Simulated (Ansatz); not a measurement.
**CHOS+ (SMILES O=[C+]S): one structure at several levels**

A test off equilibrium: a structure displaced at random from a GFN2-xTB minimum is computed at several levels, and each is set against CCSD(T).

The runs use Ansatz 0.2.0, Gaussian basis; single points in def2-TZVPP.

Correlated methods freeze the cores.

**1. The starting structure**

SMILES `O=[C+]S`, 4 atoms, charge 1, spin multiplicity 1.

Atoms are counted from 1 here; the program's logs count them from 0.

Bond lengths: O1–C2 1.144 Å, C2–S3 1.592 Å, S3–H4 1.336 Å. Angles: O1–C2–S3 174.8°, C2–S3–H4 93.8°.

Coordinates:

```xyz
4
CHOS
O     0.15160   -0.37470    1.67030
C     0.18780   -0.24020    0.53480
S     0.37960   -0.08010   -1.03780
H    -0.68930    0.70910   -1.17680
```

**2. CCSD(T)/def2-TZVPP**

run/in.yaml

```yaml
crystal:
  periodic: [false, false, false]
  atoms:
    - {symbol: O, position_ang: [0.151600, -0.374700, 1.670300]}
    - {symbol: C, position_ang: [0.187800, -0.240200, 0.534800]}
    - {symbol: S, position_ang: [0.379600, -0.080100, -1.037800]}
    - {symbol: H, position_ang: [-0.689300, 0.709100, -1.176800]}
basis:
  gaussian: {orbitals: def2-TZVPP}
total_charge: 1
correlation: {method: ccsd_t}
output: {forces: true}
```

No record of the launch command was kept for these runs.

**3. PBE0-D4/def2-TZVPP**

run/in.yaml: that of step 2 with these lines changed.

```diff
@@ -10,3 +10,3 @@
 total_charge: 1
-correlation: {method: ccsd_t}
-output: {forces: true}
+hamiltonian: {xc: pbe0, dispersion: d4}
+output: {forces: true, orbitals: {seedname: orbitals}}
```

**4. wB97M-V/def2-TZVPP**

run/in.yaml: that of step 3 with these lines changed.

```diff
@@ -10,3 +10,3 @@
 total_charge: 1
-hamiltonian: {xc: pbe0, dispersion: d4}
-output: {forces: true, orbitals: {seedname: orbitals}}
+hamiltonian: {xc: {name: wB97M-V}}
+output: {forces: true}
```

**5. r2SCAN-D4/def2-TZVPP**

run/in.yaml: that of step 4 with these lines changed.

```diff
@@ -10,3 +10,3 @@
 total_charge: 1
-hamiltonian: {xc: {name: wB97M-V}}
+hamiltonian: {xc: r2scan, dispersion: d4}
 output: {forces: true}
```

**6. PBE-D4/def2-TZVPP**

run/in.yaml: that of step 5 with these lines changed.

```diff
@@ -10,3 +10,3 @@
 total_charge: 1
-hamiltonian: {xc: r2scan, dispersion: d4}
+hamiltonian: {xc: pbe, dispersion: d4}
 output: {forces: true}
```

**7. CAM-B3LYP-D4/def2-TZVPP**

run/in.yaml: that of step 6 with these lines changed.

```diff
@@ -10,3 +10,3 @@
 total_charge: 1
-hamiltonian: {xc: pbe, dispersion: d4}
+hamiltonian: {xc: {name: CAM-B3LYP}, dispersion: d4}
 output: {forces: true}
```

**8. BHLYP-D4/def2-TZVPP**

run/in.yaml: that of step 7 with these lines changed.

```diff
@@ -10,3 +10,3 @@
 total_charge: 1
-hamiltonian: {xc: {name: CAM-B3LYP}, dispersion: d4}
+hamiltonian: {xc: {name: BHLYP}, dispersion: d4}
 output: {forces: true}
```

(Steps that only read results are left out.)

**Question.** What will these runs give? Wanted: energy less free atoms, CCSD(T)/def2-TZVPP; RMS force component; RMS force error; HOMO and LUMO, PBE0-D4; T1 diagnostic.

As calculated:

| quantity | value |
| --- | --- |
| energy less free atoms, CCSD(T)/def2-TZVPP | -162.1 kcal/mol |
| RMS force component | 1.055 to 2.281 eV/Å over the methods |
| RMS force error | PBE0-D4 0.429, wB97M-V 0.501, r2SCAN-D4 0.291, PBE-D4 0.493, CAM-B3LYP-D4 0.593, BHLYP-D4 1.131 eV/Å |
| HOMO and LUMO, PBE0-D4 | -16.36 and -9.46 eV |
| T1 diagnostic | 0.018 |

Against CCSD(T) the functionals' energies less atoms differ by -35.4 to +16.2 kcal/mol, PBE-D4 by -35.4 kcal/mol. The reference is not at the basis limit: in triple zeta CCSD(T) underbinds, which counts against methods that bind more; the gaps are no ranking. On forces the order runs from r2SCAN-D4 to BHLYP-D4. Frozen-core CCSD(T) forces in triple zeta carry basis errors of their own, and this is one geometry, so small gaps rank nothing.
